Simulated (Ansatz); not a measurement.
Molecular dynamics of BClH5Si

input.yaml

```yaml
crystal:
  periodic: [false, false, false]
  atoms:
    - { symbol: B, position_ang: [0.01215, -0.003538, 0.531368] }
    - { symbol: Cl, position_ang: [-0.323961, 1.079341, 2.057172] }
    - { symbol: H, position_ang: [1.18257, -0.147512, 0.359304] }
    - { symbol: H, position_ang: [-0.886101, -0.763293, 0.341908] }
    - { symbol: Si, position_ang: [-0.039813, 0.10669, 4.043732] }
    - { symbol: H, position_ang: [-0.902513, -1.094161, 3.994583] }
    - { symbol: H, position_ang: [1.399504, -0.232371, 4.100082] }
    - { symbol: H, position_ang: [-0.441838, 1.054842, 5.114052] }
magnetization:
  spin_polarized: true
  initial_magnetization: 1
basis:
  gaussian: { orbitals: "6-31G*" }
hamiltonian:
  xc: pbe0
md:
  timestep: 0.5
  n_steps: 200
  ensemble: nve
  temperature: 100.0
  initial_velocities: maxwell_boltzmann
  seed: 6950
```

Launched with:

```bash
$ ansatz run input.yaml --threads 1 --pin off --max-ram 2048MiB --backend cpu --events-out ev --progress --plain --runs-dir out
```

It starts at the highest image of a converged band. Of that band: A structure lower than the first end lies on the path between it and the top, so the climb from that side starts below the end, which may itself be a saddle point or a shallow side well. A vibrational analysis at the climbing image gives one clearly imaginary mode, 204i cm⁻¹: a first-order saddle point.

Output, in part (one step line in 7, the closing report, with atoms numbered from 0):

```
md step     0: t =     0.00 fs  T =   100.0 K  F+E_penalty+E_count = -21146.21998738 eV  E_kin = 0.077556 eV  conserved = -21146.14243138 eV  (28 SCF iters)
md step     7: t =     3.50 fs  T =    55.2 K  F+E_penalty+E_count = -21146.18495110 eV  E_kin = 0.042842 eV  conserved = -21146.14210946 eV  (25 SCF iters)
md step    14: t =     7.00 fs  T =    46.8 K  F+E_penalty+E_count = -21146.17861315 eV  E_kin = 0.036293 eV  conserved = -21146.14232016 eV  (26 SCF iters)
md step    21: t =    10.50 fs  T =    17.2 K  F+E_penalty+E_count = -21146.15545580 eV  E_kin = 0.013330 eV  conserved = -21146.14212588 eV  (29 SCF iters)
md step    28: t =    14.00 fs  T =    47.2 K  F+E_penalty+E_count = -21146.17883321 eV  E_kin = 0.036575 eV  conserved = -21146.14225812 eV  (26 SCF iters)
md step    35: t =    17.50 fs  T =    63.6 K  F+E_penalty+E_count = -21146.19157497 eV  E_kin = 0.049308 eV  conserved = -21146.14226714 eV  (25 SCF iters)
md step    42: t =    21.00 fs  T =    64.8 K  F+E_penalty+E_count = -21146.19244811 eV  E_kin = 0.050229 eV  conserved = -21146.14221909 eV  (25 SCF iters)
md step    49: t =    24.50 fs  T =    47.3 K  F+E_penalty+E_count = -21146.17892651 eV  E_kin = 0.036683 eV  conserved = -21146.14224304 eV  (25 SCF iters)
md step    56: t =    28.00 fs  T =    41.1 K  F+E_penalty+E_count = -21146.17408592 eV  E_kin = 0.031857 eV  conserved = -21146.14222849 eV  (26 SCF iters)
md step    63: t =    31.50 fs  T =    44.0 K  F+E_penalty+E_count = -21146.17628851 eV  E_kin = 0.034110 eV  conserved = -21146.14217872 eV  (26 SCF iters)
md step    70: t =    35.00 fs  T =    73.3 K  F+E_penalty+E_count = -21146.19914491 eV  E_kin = 0.056814 eV  conserved = -21146.14233057 eV  (26 SCF iters)
md step    77: t =    38.50 fs  T =    57.7 K  F+E_penalty+E_count = -21146.18687238 eV  E_kin = 0.044728 eV  conserved = -21146.14214437 eV  (26 SCF iters)
md step    84: t =    42.00 fs  T =    57.8 K  F+E_penalty+E_count = -21146.18720508 eV  E_kin = 0.044859 eV  conserved = -21146.14234618 eV  (26 SCF iters)
md step    91: t =    45.50 fs  T =    28.2 K  F+E_penalty+E_count = -21146.16395925 eV  E_kin = 0.021845 eV  conserved = -21146.14211433 eV  (26 SCF iters)
md step    98: t =    49.00 fs  T =    48.1 K  F+E_penalty+E_count = -21146.17959786 eV  E_kin = 0.037335 eV  conserved = -21146.14226309 eV  (27 SCF iters)
md step   105: t =    52.50 fs  T =    63.4 K  F+E_penalty+E_count = -21146.19142088 eV  E_kin = 0.049165 eV  conserved = -21146.14225588 eV  (27 SCF iters)
md step   112: t =    56.00 fs  T =    69.5 K  F+E_penalty+E_count = -21146.19607733 eV  E_kin = 0.053868 eV  conserved = -21146.14220968 eV  (28 SCF iters)
md step   119: t =    59.50 fs  T =    72.6 K  F+E_penalty+E_count = -21146.19860186 eV  E_kin = 0.056303 eV  conserved = -21146.14229907 eV  (26 SCF iters)
md step   126: t =    63.00 fs  T =    58.6 K  F+E_penalty+E_count = -21146.18760021 eV  E_kin = 0.045474 eV  conserved = -21146.14212619 eV  (26 SCF iters)
md step   133: t =    66.50 fs  T =    82.6 K  F+E_penalty+E_count = -21146.20638764 eV  E_kin = 0.064091 eV  conserved = -21146.14229713 eV  (26 SCF iters)
md step   140: t =    70.00 fs  T =    95.1 K  F+E_penalty+E_count = -21146.21593883 eV  E_kin = 0.073733 eV  conserved = -21146.14220587 eV  (26 SCF iters)
md step   147: t =    73.50 fs  T =   114.2 K  F+E_penalty+E_count = -21146.23081024 eV  E_kin = 0.088579 eV  conserved = -21146.14223146 eV  (27 SCF iters)
md step   154: t =    77.00 fs  T =   122.9 K  F+E_penalty+E_count = -21146.23761455 eV  E_kin = 0.095347 eV  conserved = -21146.14226803 eV  (27 SCF iters)
md step   161: t =    80.50 fs  T =   131.8 K  F+E_penalty+E_count = -21146.24440715 eV  E_kin = 0.102247 eV  conserved = -21146.14216062 eV  (26 SCF iters)
md step   168: t =    84.00 fs  T =   172.5 K  F+E_penalty+E_count = -21146.27602153 eV  E_kin = 0.133755 eV  conserved = -21146.14226677 eV  (27 SCF iters)
md step   175: t =    87.50 fs  T =   222.8 K  F+E_penalty+E_count = -21146.31501692 eV  E_kin = 0.172813 eV  conserved = -21146.14220394 eV  (27 SCF iters)
md step   182: t =    91.00 fs  T =   278.5 K  F+E_penalty+E_count = -21146.35822669 eV  E_kin = 0.216017 eV  conserved = -21146.14220980 eV  (27 SCF iters)
md step   189: t =    94.50 fs  T =   348.4 K  F+E_penalty+E_count = -21146.41251606 eV  E_kin = 0.270219 eV  conserved = -21146.14229727 eV  (26 SCF iters)
md step   196: t =    98.00 fs  T =   403.5 K  F+E_penalty+E_count = -21146.45504909 eV  E_kin = 0.312941 eV  conserved = -21146.14210849 eV  (26 SCF iters)
md step   200: t =   100.00 fs  T =   463.1 K  F+E_penalty+E_count = -21146.50144156 eV  E_kin = 0.359197 eV  conserved = -21146.14224477 eV  (29 SCF iters)
Total energy: -21146.50146956 eV, -777.1195953928 hartree
Atom 0 at     0.012094     0.072529     0.498136 Å, force     0.748982    -0.186687    -0.085220 eV/Å
Atom 1 at    -0.341608     1.109797     1.852756 Å, force    -0.176766     0.455414    -0.566525 eV/Å
Atom 2 at     1.165638    -0.022855     0.162669 Å, force    -0.315280     0.112040     0.017646 eV/Å
Atom 3 at    -0.859249    -0.595299     0.076298 Å, force    -0.342923    -0.141771    -0.205531 eV/Å
Atom 4 at    -0.023083     0.045920     4.305786 Å, force    -0.041047    -0.198161     0.542022 eV/Å
Atom 5 at    -0.901203    -1.137169     4.306093 Å, force    -0.265946    -0.217331    -0.079347 eV/Å
Atom 6 at     1.357550    -0.439000     4.058192 Å, force     0.159980     0.149111     0.146630 eV/Å
Atom 7 at    -0.256005     0.818143     5.550725 Å, force     0.233000     0.027386     0.230325 eV/Å
Dipole moment:     0.011937     0.001617    -0.095911 e Å
```

The run went to its last step. The conserved energy stayed within 0.044 meV per atom of its start (net change 0.023 meV per atom), so the integration is sound. The kinetic energy rose, since the run started high on the potential surface and went downhill. It ends in pieces (BClH2 + H3Si), so much of that is their flight and rotation, not heat. A run of 0.1 ps of so small a system gives no equilibrium averages.

Between its relaxed ends the band would form Cl2–Si5. These pairs go: Cl2–Si5 2.23 → 2.69 Å. In the last frame they stand as before the step (other bonds may differ from the relaxed reactants and products). It ends as BClH2 + H3Si by the count below, though a long contact still joins these pieces: Cl2–Si5, 2.69 Å. Pairs count as bonded within 1.25 times the sum of covalent radii (0.12 Å more for H–H).

Last frame:

```xyz
8
Properties=species:S:1:pos:R:3
B 0.012 0.072 0.498
Cl -0.342 1.110 1.853
H 1.166 -0.023 0.163
H -0.859 -0.595 0.076
Si -0.023 0.046 4.306
H -0.901 -1.137 4.306
H 1.358 -0.439 4.058
H -0.256 0.818 5.551
```

Time of the run: 9.2 min on 1 thread of AMD EPYC 7R43 64-Core Processor (Zen 3), on a shared host, peak memory 0.17 GiB.
